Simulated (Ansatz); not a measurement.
Input file:

```yaml
crystal:
  periodic: [false, false, false]
  atoms:
    - {symbol: Ge, position_ang: [0.004579, -0.067486, 0.285200]}
    - {symbol: N, position_ang: [0.004579, 0.182262, -1.409281]}
    - {symbol: H, position_ang: [0.004579, 1.368694, 0.946115]}
    - {symbol: H, position_ang: [-0.398170, 0.962063, -1.915988]}
basis:
  gaussian: {orbitals: cc-pVDZ}
magnetization: {spin_polarized: true, initial_magnetization: 1}
hamiltonian: {xc: {name: PBE}}
correlation: {method: rpa, electrons: outside_noble_gas}
```

```sh
$ ansatz run in.yaml --threads 1 --pin off --events-out ev --progress --plain --max-ram 2393MiB
```

Output:

```
551 factors; integrals over basis functions are off by at most 1.2e-3 eV
mean field evaluation 1: about -58012.8905 eV, gradient 5.4e1 eV
mean field evaluation 2: about -58012.8881 eV, gradient 5.4e1 eV
mean field evaluation 4: about -58022.4748 eV, gradient 2.3e1 eV
mean field evaluation 8: about -58026.9354 eV, gradient 1.3e0 eV
mean field evaluation 16: about -58026.9472 eV, gradient 5.8e-4 eV
mean field evaluation 32: about -57985.0555 eV, gradient 3.7e1 eV
mean field -58026.94723390 eV, -2132.4509787684 hartree, gradient 8.7e-6 eV, S^2 0.758579; 2 other end points of the search recorded, 0 dependent functions left out
15 core orbitals not correlated: weight in the atoms' cores, before any rotation towards them, 0.995 or more for the frozen orbitals, at most 0.006 for the correlated occupied ones
reference -57982.17329932 eV, -2130.8055670214 hartree; 6, 5 occupied and 30, 31 virtual orbitals, 551 factors
Total energy: -57994.01690339 eV, -2131.2408114431 hartree
```

Ran on 1 thread of Intel Xeon Platinum 8488C, shared host: 1.9 s wall, 0.21 GiB peak host memory.
